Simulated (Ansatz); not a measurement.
Reaction (SMILES): [SiH3] (SiH3) -> [SiH3-] (an electron is taken up)
Geometries: B3LYP-D3(BJ)/def2-TZVP minima from Ansatz (an electronic-structure program).
Geometry of the first species:
```
Si
H 1 1.4828
H 1 1.4828 2 111.02
H 1 1.4828 2 111.02 3 124.02
```
Charge 0, spin multiplicity 2.

Quantity: adiabatic electron affinity (electronic energy difference), positive where the reaction releases energy, in eV. Cores are frozen in the correlated levels unless marked. Open shells are spin-unrestricted. No spin-orbit coupling. Non-relativistic. Anions need diffuse functions: aug- sets have them; def2-D sets add few; the other sets have none. Basis-set limits of correlation are two-point, X^-3; Hartree-Fock from the larger set.

```
level                                        program  adiabatic electron affinity (eV)  minus last row
------------------------------------  --------------  --------------------------------  --------------
HF/6-31G*                                     Ansatz                              0.00           -1.32
HF/aug-cc-pV(T+d)Z                            Ansatz                              0.15           -1.17
B2GP-PLYP-D3(BJ)/def2-TZVPD           Ansatz + dftd3                              1.14           -0.18
MP2/def2-TZVPPD                               Ansatz                              1.07           -0.25
CCSD/def2-TZVPPD                              Ansatz                              1.15           -0.17
CCSD/cc-pV(Q+d)Z                              Ansatz                              1.17           -0.15
CCSD(T)/CBS(def2-TZVPPD,def2-QZVPPD)          Ansatz                              1.32            0.00
```
